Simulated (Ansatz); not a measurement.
Geometry optimisation, RKS PBE0-D4/def2-TZVP in Ansatz.

The input (input.yaml):

```yaml
crystal:
  periodic: [false, false, false]
  atoms:
    - { symbol: C, position_ang: [-0.81247, 0.69863, -0.65126] }
    - { symbol: B, position_ang: [-0.06535, 0.22277, 0.47959] }
    - { symbol: "N", position_ang: [0.70937, -1.08837, 0.47563] }
    - { symbol: H, position_ang: [-0.88728, 0.18314, -1.61794] }
    - { symbol: H, position_ang: [-1.4251, 1.60829, -0.64951] }
    - { symbol: H, position_ang: [0.01169, 0.80885, 1.54507] }
    - { symbol: H, position_ang: [0.15905, -1.83877, 0.06963] }
    - { symbol: H, position_ang: [0.97908, -1.3842, 1.41054] }
total_charge: -1
basis:
  gaussian: { orbitals: def2-TZVP }
hamiltonian:
  xc: pbe0
  dispersion: d4
relax:
  f_tol: 0.015
  max_steps: 40
```

Launched with:

```bash
$ ansatz run input.yaml --threads 2 --pin off --max-ram 3072MiB --backend cpu --events-out ev --progress --plain --runs-dir out
```

Question: Where does it end, and by what steps?

Answer: The run converged. Limits of this set-up: an anion without diffuse functions. After 8 steps the energy has fallen by 0.082 eV; H7 moved furthest, 0.32 Å.

```json
{"step": "0", "energy less start (eV)": "0.0000", "largest force component (eV/Å)": "0.833", "accepted": "yes"}
{"step": "1", "energy less start (eV)": "-0.0429", "largest force component (eV/Å)": "0.535", "accepted": "yes"}
{"step": "2", "energy less start (eV)": "-0.0591", "largest force component (eV/Å)": "0.658", "accepted": "yes"}
{"step": "3", "energy less start (eV)": "-0.0746", "largest force component (eV/Å)": "0.316", "accepted": "yes"}
{"step": "4", "energy less start (eV)": "-0.0562", "largest force component (eV/Å)": "0.417", "accepted": "no"}
{"step": "5", "energy less start (eV)": "-0.0812", "largest force component (eV/Å)": "0.069", "accepted": "yes"}
{"step": "6", "energy less start (eV)": "-0.0815", "largest force component (eV/Å)": "0.036", "accepted": "yes"}
{"step": "7", "energy less start (eV)": "-0.0814", "largest force component (eV/Å)": "0.036", "accepted": "no"}
{"step": "8", "energy less start (eV)": "-0.0815", "largest force component (eV/Å)": "0.013", "accepted": "yes"}
```

```xyz
8
Properties=species:S:1:pos:R:3
C -0.865 0.668 -0.632
B -0.054 0.219 0.493
N 0.711 -1.062 0.554
H -1.021 0.083 -1.545
H -1.350 1.644 -0.660
H 0.095 0.902 1.505
H 0.404 -1.753 -0.119
H 0.749 -1.491 1.467
```

Whether the end is a true minimum wasn't checked by a vibrational analysis.

Time of the run: 11 s on 2 threads of Intel(R) Xeon(R) Platinum 8488C (Sapphire Rapids) (shared host), peak memory 0.2 GiB.
